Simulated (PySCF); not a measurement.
System (SMILES): FF (F2).
Geometry (B3LYP-D3(BJ)/def2-TZVP, fixed):
```
F
F 1 1.3965
```

Basis-set convergence of the lowest singlet excitation energy at PBE0 with PySCF. Tamm-Dancoff approximation; the state is taken by its order, and sets in which it differs in degeneracy or brightness are left out, yet its character can still change. All functions are spherical. Density fitting with generated auxiliary sets. No added dispersion term, no relativity. Reference: the value in d-aug-cc-pVTZ, 4.721 eV, itself unsure by roughly 0.004 eV (its mean distance from aug-pcseg-3, aug-cc-pVQZ, aug-pcseg-2).

```
basis              functions  lowest singlet excitation energy (eV)
-----------------  ---------  -------------------------------------
STO-3G                    10                                  5.425
3-21G                     18                                  4.702
6-31G                     18                                      …
6-31+G*                   36                                      …
6-311G**                  36                                      …
6-311+G**                 44                                  4.597
aug-cc-pVDZ               46                                      …
cc-pVTZ                   60                                  4.756
def2-TZVPP                62                                  4.738
6-311++G(3df,3pd)         78                                  4.692
jun-cc-pV(T+d)Z           78                                  4.711
def2-TZVPPD               80                                  4.713
aug-pcseg-3              170                                  4.727
```

Q: Complete the blanks.

A: 
- 6-31G, lowest singlet excitation energy (eV): 4.501
- 6-31+G*, lowest singlet excitation energy (eV): 4.616
- 6-311G**, lowest singlet excitation energy (eV): 4.658
- aug-cc-pVDZ, lowest singlet excitation energy (eV): 4.613
